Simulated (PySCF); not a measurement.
PF4 (charge +1).
Structure used (GFN2-xTB), in Å, numbered top down from 1:
```xyz
5
PF4 angstrom
F     -1.205   -0.027   -0.900
P      0.002    0.001   -0.003
F      1.240   -0.246   -0.821
F      0.101    1.345    0.663
F     -0.129   -1.070    1.045
```

Method: TDDFT wB97X-D/def2-SVPD, vertical, gas phase, core orbitals frozen in the response (PySCF).

Ground-to-excited transition dipoles (e·a0, same axes as the geometry; the sign carries no meaning), for the states with f of 0.002 or more among the lowest 8:

```json
{"state": "S6", "E (hartree)": "0.4824", "μx": "0.403", "μy": "-0.198", "μz": "0.431"}
{"state": "S7", "E (hartree)": "0.4824", "μx": "0.474", "μy": "0.179", "μz": "-0.361"}
{"state": "S8", "E (hartree)": "0.4824", "μx": "0.009", "μy": "-0.562", "μz": "-0.267"}
```

Work out the oscillator strengths.

f = (2/3) ΔE |μ|² with ΔE in hartree (27.2114 eV).

| state | \|μ\|² (au) | \|μ\| (D) | f |
| --- | --- | --- | --- |
| S6 | 0.387 | 1.58 | 0.125 |
| S7 | 0.387 | 1.58 | 0.125 |
| S8 | 0.387 | 1.58 | 0.125 |

Label these states by symmetry in Td.

From a totally symmetric ground state, an allowed state transforms like the component of the dipole operator along its μ. Every allowed level is T2, three states with equal energy: S6/S7/S8.

How is the summed strength of these states shared among x, y and z?

(2/3) Σ ΔE μα² gives 0.125 for x, 0.125 for y and 0.125 for z, 0.374 in all.

What peak molar absorption coefficient would the strongest computed level give as a lone Gaussian band 0.3 eV wide at half height?

ε(max) = 2.175×10⁸ f / FWHM, with the width in cm⁻¹. S6/S7/S8 (f summed): 2.175×10⁸ × 0.3737 / 2420 ≈ 34000 L mol⁻¹ cm⁻¹.

S6/S7/S8 coincide within about 0.01 eV; within a degenerate level the directions of the single components are arbitrary.

Time: 6.4 s; peak memory 0.47 GiB. Hardware: one thread, Arm Neoverse V2 (aarch64), no GPU, shared host with 192 logical CPUs at a one-minute load of 50.
